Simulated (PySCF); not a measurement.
# Computed properties of water (H2O), SMILES O

water (H₂O), SMILES O. Coordinates come from a B3LYP-D3(BJ)/def2-TZVPD optimisation. The values are those of a single conformer. All values are computed for the isolated molecule unless a solvent is named; none is compared with measurement here.

**Structure.** The optimised structure has C2v symmetry. All 3 harmonic modes at B3LYP-D3(BJ)/def2-TZVPD (PySCF) are real, so it is a minimum.

**Vibrations.** The strongest infrared lines (harmonic, unscaled, degenerate partners summed) lie at 1624 cm⁻¹ (78 km/mol, H 93 %), 3887 cm⁻¹ (61 km/mol, H 93 %), 3786 cm⁻¹ (4 km/mol, H 96 %). The softest mode is at 1624 cm⁻¹ and the zero-point energy is 13.3 kcal/mol.

**Electronic structure.** CAM-B3LYP/def2-TZVPD (PySCF) places the frontier levels at -10.68 and 0.65 eV, a gap of 11.33 eV, and gives a dipole moment of 1.89 D and a mean polarisability of 9.7 bohr³. PBE/def2-TZVPD (PySCF) at the same geometry gives -7.23 and -0.64 eV, so its gap is 4.74 eV narrower. An orbital gap is neither the optical nor the fundamental gap.

**Excitations.** TDDFT-ωB97X/def2-TZVPD (PySCF) has S1 at 7.65 eV (162 nm, f = 0.057, bright); the most intense of the 10 singlets computed lies at 9.79 eV (f = 0.10). T1 (TDA) is at 7.30 eV. TDDFT-PBE/def2-TZVPD (PySCF) puts S1 at 6.73 eV. No vertical singlet excitation falls in the visible range (under 3.1 eV).

**NMR.** GIAO shifts at PBE0/pcSseg-2 (PySCF) (non-relativistic, atoms alike by connectivity averaged): ¹H at 0.8 ppm against TMS.
